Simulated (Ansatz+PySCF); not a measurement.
Results of a calculation; reference values are marked as such.
## Ansatz (development build ahead of 0.2.0) run

```yaml
crystal:
  periodic: [false, false, false]
  atoms:
    - { symbol: C, position_ang: [0.0, 0.00368, -0.61487] }
    - { symbol: C, position_ang: [0.0, -0.00368, 0.61487] }
    - { symbol: C, position_ang: [0.0, 1.12744, -1.40498] }
    - { symbol: C, position_ang: [0.0, -1.12744, 1.40498] }
    - { symbol: H, position_ang: [0.0, -0.88426, -1.09839] }
    - { symbol: H, position_ang: [0.0, 0.88426, 1.09839] }
    - { symbol: H, position_ang: [0.0, 1.9744, -0.85048] }
    - { symbol: H, position_ang: [0.81243, 1.15141, -2.01307] }
    - { symbol: H, position_ang: [-0.81243, 1.15141, -2.01307] }
    - { symbol: H, position_ang: [0.0, -1.9744, 0.85048] }
    - { symbol: H, position_ang: [0.81243, -1.15141, 2.01307] }
    - { symbol: H, position_ang: [-0.81243, -1.15141, 2.01307] }
basis:
  gaussian: { orbitals: def2-SVP }
hamiltonian:
  xc: hf
scf:
  omitted_lower_state_checks: [stability, starts, atomic_configurations, cluster_reference, orbital_swaps, given_window_search, neighbouring_geometries, increment]
```

The input is written out in the form of the current development build from the run's settings.

Output:

- Converged: yes
- Total energy: -155.92193 hartree
- Spin squared of the determinant: 0.000
- Occupied orbitals by symmetry in an Abelian subgroup (alpha; beta): 7 Ag 2 Au 1 Bg 6 Bu; 7 Ag 2 Au 1 Bg 6 Bu
